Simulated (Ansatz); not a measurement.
## Relaxing tungsten (bcc)

Method: Ansatz, DFT, LDA (PW92), plane waves (420 eV) with PAW, scalar-relativistic. The PAW files were generated under PBE, with cores re-solved for the functional.

k-point mesh 14×14×14, Fermi-Dirac smearing 0.1 eV, no spin polarisation. Cell and atoms relax.

Starting structure:

```
W
1.0
    -1.58234    1.58234    1.58234
     1.58234   -1.58234    1.58234
     1.58234    1.58234   -1.58234
W
1
Direct
  0.00000 0.00000 0.00000
```

**Question.** What cell does the relaxation end in?

**Answer.** Im-3m with a = 3.135 Å; 15.41 Å³ per atom against 15.85 at the start (-2.8 %).

**Question.** How much energy does the relaxation gain?

**Answer.** 12.2 meV per atom.
